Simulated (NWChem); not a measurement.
Species: SiCl₄; SMILES Cl[Si](Cl)(Cl)Cl

Computed with NWChem. Geometry: optimised at PBE0/def2-SVP. Level: PBE0/def2-SVP with SMD (1 M gas to 1 M solution), gas-phase geometry. Reactions with the solvent are ignored.

Order these by “cavity-dispersion-structure term (kcal/mol)”, lowest first: acetonitrile; dimethyl sulfoxide; 2-propanol; water.

2-propanol (-3.6), acetonitrile (-2.8), dimethyl sulfoxide (-2.0), water (1.5)
